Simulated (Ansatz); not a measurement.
Relaxation of C₂HNS₂ (6 atoms, charge 0, multiplicity 1), to a largest force component of 0.02 eV/Å in at most 40 steps.

All numbers below come from RKS PBE/def2-SVP (Ansatz 0.2.0).

```xyz
6
Properties=species:S:1:pos:R:3:forces:R:3
C -0.007 -0.009 -1.990 2.55 -0.52 -0.55
N -1.101 0.212 -1.770 -3.67 0.73 0.69
H 1.011 -0.215 -2.195 1.06 -0.22 -0.23
S 1.291 0.207 1.102 0.93 0.15 -0.51
C 0.029 0.004 1.983 -0.01 -0.01 0.01
S -1.224 -0.199 2.870 -0.86 -0.13 0.59
```

Question: Where does it end, and by what steps?

Answer: The forces met the threshold. The force dipped under the threshold on the way, but the program's further checks kept it going. After 30 steps the energy has fallen by 0.157 eV; H3 moved furthest, 1.30 Å.

| step | energy less start (eV) | largest force component (eV/Å) | accepted |
| --- | --- | --- | --- |
| 0 | 0.0000 | 3.673 | yes |
| 2 | -0.1150 | 0.287 | yes |
| 4 | -0.1212 | 0.434 | yes |
| 6 | -0.1264 | 0.418 | yes |
| 8 | -0.1326 | 0.651 | yes |
| 10 | -0.1391 | 1.223 | yes |
| 12 | -0.1520 | 0.344 | yes |
| 14 | -0.1540 | 0.101 | yes |
| 16 | -0.1546 | 0.069 | yes |
| 18 | -0.1550 | 0.073 | yes |
| 20 | -0.1555 | 0.062 | yes |
| 22 | -0.1558 | 0.040 | yes |
| 24 | -0.1562 | 0.053 | yes |
| 26 | -0.1565 | 0.037 | yes |
| 28 | -0.1567 | 0.024 | yes |
| 30 | -0.1568 | 0.016 | yes |

```xyz
6
Properties=species:S:1:pos:R:3
C -0.322 0.022 -2.057
N -0.973 0.007 -3.026
H 0.284 0.036 -1.150
S 1.667 0.060 1.243
C 0.334 -0.022 2.078
S -0.990 -0.103 2.912
```

Whether the end is a true minimum wasn't checked by a vibrational analysis.

Run time: 68 s on 1 thread of Intel(R) Xeon(R) Platinum 8259CL CPU @ 2.50GHz (Skylake/Cascade Lake), on a shared host, peak memory 0.13 GiB.
